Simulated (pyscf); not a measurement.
# Four-centre exchange: H₃Ge–O–SnH₃ (SMILES [GeH3][O][SnH3]) + HF (SMILES F) -> F–GeH₃ (SMILES [F][GeH3]) + HO–SnH₃ (SMILES [OH][SnH3])

Gas phase, singlet surface, charge 0. Bonds broken: Ge1–O2, F10–H11. Bonds formed: Ge1–F10, O2–H11. Optimised with ωB97X-D3(BJ)/def2-SVP in PySCF.

Transition state (Å):

```xyz
11

Ge    -2.4025     0.7959     0.2122
O     -0.8578    -0.2762     0.6655
Sn     0.7558    -0.4599    -0.5362
H     -2.2444     0.3456    -1.2937
H     -3.7557     0.2289     0.6436
H     -2.2090     2.3159     0.1293
H      1.9933    -0.9246     0.5316
H      0.3116    -1.6582    -1.6503
H      0.9872     1.0795    -1.2196
F     -1.8777     0.9525     2.2007
H     -0.9809     0.1482     1.6418
```

One imaginary mode, 389i cm⁻¹; descent along it reached the two sides named, in the forms told below.

| bond | change | reactant side (Å) | saddle | product side |
|---|---|---|---|---|
| Ge1–O2 | breaks | 1.778 | 1.934 | 2.9 |
| F10–H11 | breaks | 0.956 | 1.328 | 1.975 |
| Ge1–F10 | forms | 4.1 | 2.063 | 1.767 |
| O2–H11 | forms | 1.585 | 1.072 | 0.968 |

Electronic energies relative to the separated reactants (eV):

| level | barrier | reaction energy | reverse barrier |
|---|---|---|---|
| ωB97X-D3(BJ)/def2-TZVP | 0.33 | -0.21 | 0.54 |
| PBE/def2-TZVP | 0.20 | -0.35 | 0.55 |
| r²SCAN/def2-TZVP | 0.22 | -0.31 | 0.53 |
| B3LYP-D3(BJ)/def2-TZVP | 0.30 | -0.30 | 0.60 |
| PBE0-D3(BJ)/def2-TZVP | 0.28 | -0.26 | 0.54 |
| M06-2X/def2-TZVP | 0.28 | -0.27 | 0.54 |
| ωB97M-D3(BJ)/def2-TZVP | 0.32 | -0.31 | 0.63 |
| HF/def2-TZVP | 0.88 | -0.34 | 1.22 |

With ωB97M-D3(BJ)/def2-TZVP energies and thermal terms (ideal gas, 1 atm, RRHO with modes under 100 cm⁻¹ raised to 100, one conformer, R ln 2 for rigid chiral ones), in eV:

| T (K) | ΔH‡ | ΔG‡ | ΔH | ΔG |
|---|---|---|---|---|
| 298 | 0.31 | 0.78 | -0.30 | -0.34 |
| 600 | 0.29 | 1.27 | -0.33 | -0.37 |
| 900 | 0.29 | 1.75 | -0.34 | -0.38 |
| 1200 | 0.31 | 2.24 | -0.36 | -0.39 |

On the reactant side the descent ends in a bound adduct (not fully relaxed), 0.50 eV under the separated species and 0.82 eV under the saddle at ωB97X-D3(BJ)/def2-TZVP. On the product side the descent ends in a complex (not fully relaxed), 0.26 eV under the separated species and 0.80 eV under the saddle at ωB97X-D3(BJ)/def2-TZVP. One saddle was located; it need not be the lowest between these sides. Elements up to Kr have no core potential and no relativistic terms here. Elements past Kr carry the def2 core potentials, without spin-orbit coupling.
